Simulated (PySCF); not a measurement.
**Sulfur: a sound run and one with changed settings**

Sound run: S [Ne] 3s2 3p4, S⁺ [Ne] 3s2 3p3. All numbers are calculated (PySCF 2.14, scalar relativity by spin-free X2C-1e, in x2c-TZVPall (5s5p2d1f, 37 functions)). In the sound run the correlated levels freeze [Ne]. The sound run starts from symmetry-adapted Hartree-Fock orbitals and uses a fine grid where one is needed.

Changed run: initial guess sap, at most 50 SCF cycles.

```
species   method  sound run (hartree)  changed run (hartree)  converged
      S      UHF           -398.58439             -398.58439        yes
      S      LDA           -397.80326             -397.80326        yes
      S  CCSD(T)           -398.72693             -398.72693        yes
     S⁺    M06-L           -398.80879             -398.80879        yes
     S⁺      MP2           -398.33299             -398.33299        yes
```

Here the plain start reaches the same solutions.
